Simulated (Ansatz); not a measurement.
Born–Oppenheimer molecular dynamics of BH6Si2 (9 atoms, charge 0, multiplicity 2). It starts at the highest image of a converged band. Of that band: A vibrational analysis at the climbing image gives one clearly imaginary mode, 82i cm⁻¹: a first-order saddle point.

Computed with UHF/def2-SVP in Ansatz.

| Property | Result |
| --- | --- |
| ensemble | NVE (velocity Verlet) |
| time step | 0.5 fs |
| steps asked | 200 |
| starting velocities drawn for | 100 K |
| seed | 5167 |

First frame:

```xyz
9
Properties=species:S:1:pos:R:3
B -0.927 1.273 -1.253
Si -0.500 0.784 0.558
Si 0.627 -1.234 1.153
H -0.909 0.400 -2.076
H -1.265 2.391 -1.513
H 0.409 1.352 -0.708
H 1.778 -1.452 0.247
H -0.321 -2.368 1.042
H 1.108 -1.145 2.551
```

(1) How far do the bonds stretch over the last three quarters of this one trajectory? (Pairs bonded in most of those frames.)

Answers

(1) 
```json
{"bond": "B1–Si2", "mean (Å)": "1.934", "spread (Å)": "0.020", "shortest": "1.90", "longest": "1.96"}
{"bond": "B1–H4", "mean (Å)": "1.201", "spread (Å)": "0.001", "shortest": "1.20", "longest": "1.20"}
{"bond": "B1–H5", "mean (Å)": "1.197", "spread (Å)": "0.003", "shortest": "1.19", "longest": "1.20"}
{"bond": "Si2–Si3", "mean (Å)": "2.385", "spread (Å)": "0.012", "shortest": "2.37", "longest": "2.41"}
{"bond": "Si2–H6", "mean (Å)": "1.670", "spread (Å)": "0.033", "shortest": "1.62", "longest": "1.75"}
{"bond": "Si3–H7", "mean (Å)": "1.482", "spread (Å)": "0.005", "shortest": "1.47", "longest": "1.49"}
{"bond": "Si3–H8", "mean (Å)": "1.485", "spread (Å)": "0.022", "shortest": "1.45", "longest": "1.52"}
{"bond": "Si3–H9", "mean (Å)": "1.483", "spread (Å)": "0.012", "shortest": "1.46", "longest": "1.50"}
```

Mean temperature of the second half: 73 K. The conserved energy stayed within 0.032 meV per atom of its start (net change 0.0036 meV per atom), so the integration is sound. A run of 0.1 ps of so small a system gives no equilibrium averages.

Run time: 100 s on 2 threads of AMD EPYC 9R14 (Zen 4), on a shared host, peak memory 0.18 GiB.
